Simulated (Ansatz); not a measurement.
System: ketene, C$_{2}$H$_{2}$O, net charge 0, singlet state. SMILES: C(=O)=C
Structure (B3LYP-D3(BJ)/def2-TZVP (Ansatz, a first-principles code) minimum search):
```xyz
5

C      0.0091     0.0017    -1.2056
C     -0.0008    -0.0001     0.1027
H      0.0282     0.9401    -1.7377
H     -0.0018    -0.9351    -1.7406
O     -0.0096    -0.0018     1.2620
```

Atomisation energy built up term by term with Ansatz (kcal/mol; UHF references for open shells; valence terms freeze the core; atomic spin-orbit terms are left out). CBS(X,Y): correlation extrapolated as X^-3; Hartree-Fock from the larger set.

| term | basis | kcal/mol |
|---|---|---|
| Hartree-Fock | cc-pVQZ | 371.47 |
| CCSD correlation | CBS(cc-pVTZ,cc-pVQZ) | 146.22 |
| (T) | CBS(cc-pVTZ,cc-pVQZ) | 13.14 |
| core correlation | cc-pwCVTZ | 2.67 |
| scalar relativity (X2C) | cc-pVTZ-DK against cc-pVTZ | -0.47 |
| sum: De |  | 533.0 |

(T) makes 2.5 % of the CCSD(T) atomisation energy; under 5 % is typical of single-reference molecules.
